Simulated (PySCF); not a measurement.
Compound: C3H7NO.
SMILES with atom numbers: `[H]/[N:5]=[C:3](\[O:2][CH3:1])[CH3:4]` (hydrogens: H6, H7, H8 on C1; H9, H10, H11 on C4; H12 on N5)

The same species was optimised twice, with GFN2-xTB and with PBE0-D3(BJ)/def2-SVP (PySCF), and the same property calculations (PySCF, gas phase) were run on both structures.

```json
{"coordinate": "C3=N5 (Å)", "GFN2-xTB": "1.253", "PBE0-D3(BJ)/def2-SVP": "1.267", "change": "+0.014"}
{"coordinate": "C4–H10 (Å)", "GFN2-xTB": "1.087", "PBE0-D3(BJ)/def2-SVP": "1.100", "change": "+0.013"}
{"coordinate": "C4–H9 (Å)", "GFN2-xTB": "1.087", "PBE0-D3(BJ)/def2-SVP": "1.100", "change": "+0.013"}
{"coordinate": "C4–H11 (Å)", "GFN2-xTB": "1.084", "PBE0-D3(BJ)/def2-SVP": "1.095", "change": "+0.011"}
{"coordinate": "C1–H8 (Å)", "GFN2-xTB": "1.095", "PBE0-D3(BJ)/def2-SVP": "1.104", "change": "+0.009"}
{"coordinate": "C1–H7 (Å)", "GFN2-xTB": "1.095", "PBE0-D3(BJ)/def2-SVP": "1.104", "change": "+0.009"}
{"coordinate": "C1–H6 (Å)", "GFN2-xTB": "1.088", "PBE0-D3(BJ)/def2-SVP": "1.097", "change": "+0.009"}
{"coordinate": "C1–O2 (Å)", "GFN2-xTB": "1.411", "PBE0-D3(BJ)/def2-SVP": "1.402", "change": "-0.009"}
{"coordinate": "N5–H12 (Å)", "GFN2-xTB": "1.015", "PBE0-D3(BJ)/def2-SVP": "1.021", "change": "+0.006"}
{"coordinate": "O2–C3 (Å)", "GFN2-xTB": "1.361", "PBE0-D3(BJ)/def2-SVP": "1.355", "change": "-0.006"}
{"coordinate": "C3–C4 (Å)", "GFN2-xTB": "1.497", "PBE0-D3(BJ)/def2-SVP": "1.494", "change": "-0.003"}
{"coordinate": "C3–N5–H12 (°)", "GFN2-xTB": "116.7", "PBE0-D3(BJ)/def2-SVP": "112.5", "change": "-4.2"}
{"coordinate": "C4–C3–N5 (°)", "GFN2-xTB": "120.4", "PBE0-D3(BJ)/def2-SVP": "122.4", "change": "+2.0"}
{"coordinate": "O2–C3–N5 (°)", "GFN2-xTB": "128.6", "PBE0-D3(BJ)/def2-SVP": "127.5", "change": "-1.1"}
{"coordinate": "H9–C4–H10 (°)", "GFN2-xTB": "108.2", "PBE0-D3(BJ)/def2-SVP": "107.2", "change": "-1.0"}
{"coordinate": "O2–C3–C4 (°)", "GFN2-xTB": "111.0", "PBE0-D3(BJ)/def2-SVP": "110.1", "change": "-0.9"}
{"coordinate": "O2–C1–H6 (°)", "GFN2-xTB": "106.0", "PBE0-D3(BJ)/def2-SVP": "106.8", "change": "+0.8"}
{"coordinate": "H7–C1–H8 (°)", "GFN2-xTB": "109.4", "PBE0-D3(BJ)/def2-SVP": "108.8", "change": "-0.6"}
{"coordinate": "H6–C1–H8 (°)", "GFN2-xTB": "109.4", "PBE0-D3(BJ)/def2-SVP": "108.9", "change": "-0.5"}
{"coordinate": "C1–O2–C3–C4 (°)", "GFN2-xTB": "180", "PBE0-D3(BJ)/def2-SVP": "179", "change": "-1"}
```

Rotational constants: A = 9825, B = 4090, C = 2996 MHz (GFN2-xTB) against A = 9690, B = 4147, C = 3015 MHz (PBE0-D3(BJ)/def2-SVP). Point groups within 0.08 Å: Cs and Cs. Atoms that the bonding makes alike are paired by their places after alignment.

On the GFN2-xTB structure: isotropic polarisability (au) 49.7 [wB97X-D/def2-SVPD]; HOMO (eV) -9.68 [wB97X-D/def2-SVPD]; LUMO (eV) 2.23 [wB97X-D/def2-SVPD]; dipole (D) 2.17 [wB97X-D/def2-SVPD].

Question: What do these properties become on the PBE0-D3(BJ)/def2-SVP structure?

Answer: 
```json
{"property": "isotropic polarisability (au)", "level": "wB97X-D/def2-SVPD", "on GFN2-xTB": "49.7", "on PBE0-D3(BJ)/def2-SVP": "50.1", "change": "+0.4"}
{"property": "HOMO (eV)", "level": "wB97X-D/def2-SVPD", "on GFN2-xTB": "-9.68", "on PBE0-D3(BJ)/def2-SVP": "-9.82", "change": "-0.14"}
{"property": "LUMO (eV)", "level": "wB97X-D/def2-SVPD", "on GFN2-xTB": "2.23", "on PBE0-D3(BJ)/def2-SVP": "2.21", "change": "-0.02"}
{"property": "dipole (D)", "level": "wB97X-D/def2-SVPD", "on GFN2-xTB": "2.17", "on PBE0-D3(BJ)/def2-SVP": "2.25", "change": "+0.08"}
{"property": "energy, GFN2-xTB geometry as zero (kcal/mol)", "level": "wB97X-D/def2-SVPD", "on GFN2-xTB": "0.0", "on PBE0-D3(BJ)/def2-SVP": "-0.6", "change": "-0.6"}
```

The heavy atoms differ by 0.018 Å rms after alignment. Among all bonds C3=N5, C4–H9 and C4–H10 change most and about equally (+0.013 to +0.014 Å). Changes are differences of the printed values. Neither structure is proved a minimum here.

Shape of the structure used: `[H]/[N:5]=[C:3](\[O:2][CH3:1])[CH3:4]`: C1–O2–C3–C4 179°.

The pairwise dispersion term of wB97X-D wasn't added to the energies; at a given geometry it leaves orbitals and properties as they are.
